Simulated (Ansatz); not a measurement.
Saddle point of Si2PH9, singlet (Si₂H₆ ([SiH3][SiH3]) + PH₃ → Si₂PH₇ ([SiH3][SiH2][PH2]) + H₂; bonds formed: Si1–P7, H2–H6; bonds broken: Si1–H2, H6–P7), PBE0-D4/def2-TZVP structure:

```
atom    x (Å)    y (Å)    z (Å)
 Si1  -0.4121  -0.3200  -0.8913
  H2   1.3482   0.0956  -0.3287
  H3   0.1480  -0.8986  -2.1455
  H4  -1.8662  -0.1437  -1.2532
 Si5  -0.1709  -1.5627   1.0603
  H6   1.2498   1.1709   0.4388
  P7   0.0332   1.8119  -0.1640
  H8   0.3132  -0.6277   2.1149
  H9  -1.4263  -2.2025   1.5466
 H10   0.8458  -2.6245   0.8422
 H11  -0.8290   2.9627   0.0252
 H12   0.7662   2.3387  -1.2452
```

Energies are electronic, without zero-point energy. Barriers and step energies count from the start structure reached by relaxing down the imaginary mode; all methods use the PBE0-D4 structures, on which another method's saddle can fall below an end. Computed with Ansatz 0.2.0 (basis: def2-TZVPP, with def2-QZVPP for the basis limit); correlated methods freeze the cores. B3LYP uses VWN-RPA correlation. Extrapolation: Hartree–Fock as exp(−7.88 √X), correlation as X^−2.97.

| method | barrier (kJ/mol) | step energy (kJ/mol) |
| --- | --- | --- |
| SPW92 | 173.0 | 1.3 |
| PBE-D4 | 201.4 | -6.2 |
| BLYP-D4 | 230.7 | 1.9 |
| r2SCAN-D4 | 222.3 | -2.4 |
| B97M-V | 229.2 | 3.2 |
| PBE0-D4 | 223.0 | -2.0 |
| B3LYP-D4 | ? | 5.5 |
| r2SCAN0-D4 | 236.7 | 0.6 |
| BHLYP-D4 | 274.1 | 11.1 |
| CAM-B3LYP-D4 | 264.1 | 11.9 |
| wB97X-V | 261.9 | 6.4 |
| wB97M-V | 257.5 | 6.7 |
| B2PLYP | ? | 6.7 |
| PBE-QIDH | 245.1 | 0.9 |
| RPA on PBE | 267.0 | 9.9 |
| HF | 345.7 | 24.7 |
| MP2 | ? | -0.3 |
| CCSD | 278.2 | 10.9 |
| CCSD(T) | 262.6 | 6.2 |

(1) Fill in the withheld barriers. (Judge from chemistry; the value comes from the calculation.)

The T1 diagnostic stays at or below 0.017.

Results:

(1) By the calculation: B3LYP-D4 247.2; B2PLYP 260.8; MP2 255.7 kJ/mol. Each is the energy of the saddle less that of the start structure, by the same method.

For comparison, the barrier by CCSD(T) at an estimated basis limit (MP2 extrapolated from triple and quadruple zeta, plus CCSD(T) − MP2 in triple zeta) is 253.5 kJ/mol.

Labels in which every atom is bracketed show which atoms are joined, not bond orders.

For scale, one of the runs: CCSD(T)/def2-TZVPP, 252 basis functions, launched by `ansatz run in.yaml --threads 4 --pin off --events-out ev --progress --plain --max-ram 9574MiB`. Time: 51 s of wall clock on 4 CPU threads of an Intel Xeon Platinum 8259CL; the host was shared. Peak host memory: 4.8 GiB.
